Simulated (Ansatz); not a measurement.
Ansatz (a quantum-chemistry and plane-wave program) input (PBE0/def2-TZVP):

Ansatz 0.2 input:
```yaml
crystal:
  periodic: [false, false, false]
  atoms:
    - {symbol: Si, position_ang: [0.00024619, -0.01101351, 1.17211551]}
    - {symbol: Si, position_ang: [-0.00024619, 0.01101351, -1.17211551]}
    - {symbol: H, position_ang: [-0.00038068, 1.37523852, 1.69966304]}
    - {symbol: H, position_ang: [-1.20404743, -0.71202958, 1.68030332]}
    - {symbol: H, position_ang: [1.20549084, -0.71075196, 1.67980924]}
    - {symbol: H, position_ang: [0.00038068, -1.37523852, -1.69966304]}
    - {symbol: H, position_ang: [-1.20549084, 0.71075196, -1.67980924]}
    - {symbol: H, position_ang: [1.20404743, 0.71202958, -1.68030332]}
basis:
  gaussian:
    orbitals: def2-TZVP
hamiltonian:
  xc: {name: PBE0}
```

End of the output:

```
integrals: 0.03 GiB planned
800 factors; their error is unknown
mean field: 0.32 GiB planned
mean field evaluation 1: about -15845.7381 eV, gradient 1.1e1 eV
mean field evaluation 2: about -15846.0982 eV, gradient 4.7e0 eV
mean field evaluation 4: about -15846.1635 eV, gradient 1.9e-1 eV
mean field evaluation 8: about -15846.2295 eV, gradient 1.5e-2 eV
mean field -15846.22947305 eV, -582.3381921746 hartree, gradient 6.6e-5 eV, S^2 0.000000; 0 other end points of the search recorded, 0 dependent functions left out
reference -15846.22950652 eV, -582.3381934045 hartree; 17, 17 occupied and 93, 93 virtual orbitals, 800 factors
Total energy: -15846.22950652 eV, -582.3381934045 hartree
```
